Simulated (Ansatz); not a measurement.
Process, species as SMILES: C#N (CH-N) → C atom + H atom + N atom
B3LYP-D3(BJ)/def2-TZVP geometries, fixed; electronic energies without zero-point terms.

Basis-set convergence of the atomisation energy at CCSD(T) with Ansatz (a quantum-chemistry and plane-wave program). Cartesian d functions, on some or all atoms, in 6-31G*, 6-31G**, 6-31+G*; all else is spherical. Cores are frozen. Open shells are unrestricted. No added dispersion term, no relativity. Functions are those of the species that has most. Reference: Hartree-Fock in aug-cc-pVQZ plus the correlation part extrapolated as X^-3 from aug-cc-pVTZ and aug-cc-pVQZ, 311.48 kcal/mol, itself unsure by roughly 1.39 kcal/mol (a third of the extrapolation step and of the last Hartree-Fock step).

| basis | functions | atomisation energy (kcal/mol) |
|---|---|---|
| 6-31G | 20 | 260.18 |
| 6-31G* | 32 | 283.77 |
| pcseg-1 | 33 | 288.80 |
| 6-31G** | 35 | [?] |
| 6-31+G* | 40 | 283.22 |
| def2-SVPD | 48 | [?] |
| aug-cc-pVDZ | 55 | 283.31 |
| pcseg-2 | 74 | [?] |
| def2-TZVPPD | 91 | 301.86 |
| 6-311++G(3df,3pd) | 96 | 303.64 |
| aug-cc-pVTZ | 115 | 302.57 |
| aug-pcseg-2 | 115 | 303.72 |
| cc-pVQZ | 140 | 307.33 |
| pcseg-3 | 153 | 308.39 |
| def2-QZVPPD | 159 | [?] |
| aug-cc-pVQZ | 206 | 308.03 |
| aug-pcseg-3 | 219 | 308.64 |
| cc-pV5Z | 237 | 309.34 |

Problem. Fill in the missing entries.

Solution. 
- 6-31G**, atomisation energy (kcal/mol): 288.47
- def2-SVPD, atomisation energy (kcal/mol): 295.00
- pcseg-2, atomisation energy (kcal/mol): 303.11
- def2-QZVPPD, atomisation energy (kcal/mol): 307.38
